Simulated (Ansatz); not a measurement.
System: bcc Ta. Method: PBE+SOC (PAW; Ansatz, a quantum-chemistry and plane-wave program).

Run with plane-wave cutoff 520 eV, 28×28×28 k mesh, Fermi–Dirac smearing 0.055 eV (set by the program), PAW data made under PBE.

Computed at the level's own relaxed cell.

```
CELL_PARAMETERS angstrom
     -1.65941     1.65941     1.65941
      1.65941    -1.65941     1.65941
      1.65941     1.65941    -1.65941
ATOMIC_POSITIONS crystal
  Ta 0.00000 0.00000 0.00000
```

**Question.** Give the elastic tensor (Voigt notation, GPa, ions relaxed, in the Cartesian axes of the cell as printed).

**Answer.** 
```
  258.4   160.9   160.9     0.0     0.0     0.0
  160.9   258.4   160.9     0.0     0.0     0.0
  160.9   160.9   258.4     0.0     0.0     0.0
    0.0     0.0     0.0    76.2     0.0     0.0
    0.0     0.0     0.0     0.0    76.2     0.0
    0.0     0.0     0.0     0.0     0.0    76.2
```

Measured, for comparison: elastic constant C11 266 GPa, elastic constant C12 158 GPa, elastic constant C44 87.4 GPa (0 K, extrapolated to 0 K; zero-point effects included; as tabulated in Wang et al. (2022), arXiv:2209.12322). Computed (rounded) less measured: elastic constant C11 -3 %, elastic constant C12 +2 %, elastic constant C44 -13 %.

Note: shear constants of such metals converge slowly with the k mesh.

Static lattice: no zero-point or thermal effects.
